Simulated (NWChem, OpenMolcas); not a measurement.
## C2H5N (aziridine): a line through the functionals

The species is C2H5N (8 atoms), meant as a singlet with charge 0. As SMILES, `C1CN1`. The coordinates come from a PBE0-D4/def2-TZVP relaxation.

The dipole moment y, in D, basis def2-SVPD; a is the functional's share of exact exchange. Programs: NWChem 7.3.0, OpenMolcas 26.06.

| functional | program | a | y (D) |
| --- | --- | --- | --- |
| revPBE | NWChem | 0 | 1.59 |
| PBE | OpenMolcas | 0 | 1.61 |
| B3LYP | NWChem | 0.2 | ? |
| PBE0 | NWChem | 0.25 | 1.68 |
| BHLYP | NWChem | 0.5 | 1.76 |

Task: Fit y = c + s·a to the known rows and predict B3LYP.

Result: 
1. Means of the 4 rows: a = 0.1875, y = 1.660.
2. Σ(Δa)² = 0.17188, Σ(Δa·Δy) = 0.055, so the slope is 0.055/0.17188 = 0.31999.
3. Intercept: 1.660 − (0.31999) × 0.1875 = 1.600. The largest residual of the fit is 0.010.
4. B3LYP: 1.600 + (0.31999) × 0.2 = 1.66 D.

The run gave 1.69 D, so the prediction is off by -0.03 D, more than the scatter of the fit. More exact exchange makes the molecule more polar here.
